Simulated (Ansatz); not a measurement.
# AlN₂H (triplet): from Hartree-Fock to the top rungs, cc-pVDZ

One table from this session's results is given with a row withheld; the runs are named, their logs left out.

Computed with Ansatz 0.2.0, Gaussian basis. Level: cc-pVDZ, core rule «outside noble gas», up to 7 orbitals frozen.

Plan: UHF; CCSD(T) on ROHF; CCSD(T) on UHF; BCCD(T) on ROHF; CISD; CCSDT(Q) on ROHF; CCSDT(Q) on UHF.

26 further runs of the same task are left out: 6 for a known fault of the program, 12 that didn't finish, 8 set aside as unsound or not needed.

## The geometry

The geometry is a PBE0/def2-TZVP stationary point (not a proven minimum).

4 atoms, charge 0, spin multiplicity 3.

Atoms are counted from 1 here; the program's logs count them from 0.

Bond lengths: Al1–N2 1.879 Å, N2–N3 1.296 Å, N2–H4 1.026 Å. Angles: Al1–N2–N3 128.0°, Al1–N2–H4 118.8°, N3–N2–H4 113.2°.

Set-up of the first run:

Contents of in.yaml:

```yaml
crystal:
  periodic: [false, false, false]
  atoms:
    - {symbol: Al, position_ang: [0.000000, -0.079269, 1.203465]}
    - {symbol: N, position_ang: [0.000000, 0.413422, -0.609656]}
    - {symbol: N, position_ang: [0.000000, -0.362251, -1.647435]}
    - {symbol: H, position_ang: [0.000000, 1.410865, -0.850200]}
basis:
  gaussian: {orbitals: cc-pVDZ}
magnetization: {spin_polarized: true, initial_magnetization: 2}
hamiltonian: {xc: hf}
output: {orbitals: {seedname: orbitals}}
```

On the command line:

```
$ ansatz run in.yaml --threads 1 --pin off --events-out ev --progress --plain --max-ram 2393MiB
```

Among the steps run: UHF; CCSD(T) on ROHF; CCSD(T) on UHF; BCCD(T) on ROHF; CISD; CCSDT(Q) on ROHF; CCSDT(Q) on UHF.

One of the session's tables, all rows but one given; the rest of the session is left out.

```
   method  from UCCSDT(Q) (kcal/mol)
     ROHF                    +234.68
      UHF                    +228.38
     RMP2                     +29.49
     UMP2                     +30.79
     CISD                     +32.11
    RCCSD                      +8.41
    UCCSD                      +8.30
 RCCSD(T)                      +1.45
 UCCSD(T)                          ?
  BCCD(T)                      +1.34
   RCCSDT                      +0.73
   UCCSDT                      +0.70
RCCSDT(Q)                      +0.09
UCCSDT(Q)                          0
```

Q: Estimate the row for UCCSD(T) from the others.

**Answer.** from UCCSDT(Q) (kcal/mol): +1.46. In the column «from UCCSDT(Q) (kcal/mol)» it lies between RCCSD(T) (+1.45) and UCCSD (+8.30).

With the free atoms at the same levels and basis (separate runs), the atomisation energy is 9.111 eV at UCCSDT(Q), 9.071 eV at RCCSD(T), 9.066 eV at UCCSD(T), 5.247 eV at ROHF.

To keep in mind: Restricted and unrestricted rows rest on different reference determinants; where their highest levels disagree by more than a few hundredths of an eV, they describe different states and don't form one ladder.
